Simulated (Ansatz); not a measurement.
# [SiH3]+ (SMILES [SiH3+]) at CCSD/aug-cc-pVTZ

Aim: the vertical ionisation energy of [SiH3]+ at CCSD/aug-cc-pVTZ, from 2 runs. 

The calculation is run with Ansatz 0.2.0.

1 further run of the same task is left out (it didn't finish).

## 1. The molecule

[SiH3]+ has 4 atoms, charge +1, and is taken as a singlet. SMILES: `[SiH3+]`. Geometry: relaxed at PBE0-D4/def2-TZVP.

Bond lengths: Si1–H2 1.472 Å, Si1–H3 1.472 Å, Si1–H4 1.472 Å. Angles: H2–Si1–H3 120.0°, H2–Si1–H4 120.0°, H3–Si1–H4 120.0°.

## 2. A single-point energy at CCSD/aug-cc-pVTZ

File in.yaml:

```yaml
crystal:
  periodic: [false, false, false]
  atoms:
    - symbol: Si
      position_ang: [-0.000000, -0.000000, 0.000000]
    - symbol: H
      position_ang: [0.686900, 0.675400, 1.113000]
    - symbol: H
      position_ang: [-0.118400, -1.467200, -0.009900]
    - symbol: H
      position_ang: [-0.568500, 0.791700, -1.103100]
basis:
  gaussian:
    orbitals: aug-cc-pVTZ
total_charge: 1
correlation:
  method: ccsd
  frozen_orbitals: {H: 0, Si: 5}
accuracy: high
scf:
  omitted_lower_state_checks: [cluster_reference, increment]
```

Launch:

```sh
$ ansatz run in.yaml --threads 1 --pin off --max-ram 3480MiB --events-out events.jsonl --progress --plain --runs-dir runs
```

Standard output, cut to the lines that bear on the results:

```text
Warning: RAYON_NUM_THREADS=1 ignored (pool sized by the plan → 1); use --threads N
Functional definition: HF
  name "HF"
[...]
1784 factors; integrals over basis functions are off by at most 3.7e-9 eV
[...]
mean field -7901.15737202 eV, -290.3621778248 hartree, gradient 2.4e-9 eV, S^2 0.000000; 0 other end points of the search recorded, 0 dependent functions left out
5 core orbitals not correlated: weight in the atoms' cores, before any rotation towards them, 1.000 or more for the frozen orbitals, at most 0.000 for the correlated occupied ones
reference -7901.15737202 eV, -290.3621778248 hartree; 3, 3 occupied and 111, 111 virtual orbitals, 1784 factors
second order -2.83769011 eV of doubles, -0.00000000 eV of singles
cycle   1  -3.30149744 eV  change   -4.6e-1 eV  update   4.9e-2
[...]
cycle  19  -3.49093467 eV  change   1.6e-10 eV  update  1.1e-10
Total energy: -7904.64830669 eV, -290.4904673078 hartree
Checks for a lower state left out: cluster_reference, increment
```

It took 7.5 s on 1 thread of Arm Neoverse V1, shared host; peak memory 0.85 GiB.

## 3. Doublet [SiH3]2+ at the same level

File molecule.yaml:

```yaml
crystal:
  periodic: [false, false, false]
  atoms:
    - {symbol: Si, position_ang: [-0.000000, -0.000000, 0.000000]}
    - {symbol: H, position_ang: [0.686900, 0.675400, 1.113000]}
    - {symbol: H, position_ang: [-0.118400, -1.467200, -0.009900]}
    - {symbol: H, position_ang: [-0.568500, 0.791700, -1.103100]}
basis:
  gaussian:
    orbitals: aug-cc-pVTZ
total_charge: 2
magnetization:
  spin_polarized: true
  initial_magnetization: 1
correlation:
  method: ccsd
  frozen_orbitals: {H: 0, Si: 5}
accuracy: high
scf:
  omitted_lower_state_checks: [cluster_reference, increment]
```

Launch:

```sh
$ ansatz run molecule.yaml --threads 1 --pin off --max-ram 3480MiB --events-out events.jsonl --progress --plain --runs-dir runs
```

Standard output, cut to the lines that bear on the results:

```text
Warning: RAYON_NUM_THREADS=1 ignored (pool sized by the plan → 1); use --threads N
[... 2 set-up lines as earlier in the session ...]
[...]
1784 factors; integrals over basis functions are off by at most 3.7e-9 eV
[...]
mean field -7881.07954597 eV, -289.6243313270 hartree, gradient 1.0e-8 eV, S^2 0.819380; 8 other end points of the search recorded, 0 dependent functions left out
5 core orbitals not correlated: weight in the atoms' cores, before any rotation towards them, 1.000 or more for the frozen orbitals, at most 0.000 for the correlated occupied ones
reference -7881.07954597 eV, -289.6243313270 hartree; 3, 2 occupied and 111, 112 virtual orbitals, 1784 factors
second order -2.00558777 eV of doubles, -0.00000000 eV of singles
cycle   1  -2.39254715 eV  change   -3.9e-1 eV  update   5.7e-2
[...]
cycle  27  -2.67023816 eV  change   2.6e-10 eV  update  1.5e-10
Total energy: -7883.74978413 eV, -289.7224607694 hartree
Checks for a lower state left out: cluster_reference, increment
```

Wall time 26 s (1 thread of Arm Neoverse V1, shared host); peak memory 1.5 GiB.

## 4. What came out

Level: CCSD/aug-cc-pVTZ, 5 core orbitals frozen.

```
                                                     quantity          value
                                singlet [SiH3]+: total energy  -290.49047 Eh
 singlet [SiH3]+: correlation energy (5 core orbitals frozen)     -128.3 mEh
                               singlet [SiH3]+: T1 diagnostic          0.009
                               doublet [SiH3]2+: total energy  -289.72246 Eh
doublet [SiH3]2+: correlation energy (5 core orbitals frozen)      -98.1 mEh
          doublet [SiH3]2+: ⟨S²⟩ of the reference determinant          0.819
                              doublet [SiH3]2+: T1 diagnostic          0.026
         vertical ionisation energy (to the doublet dication)      20.899 eV
```

The vertical ionisation energy comes to 20.90 eV (2016 kJ/mol).
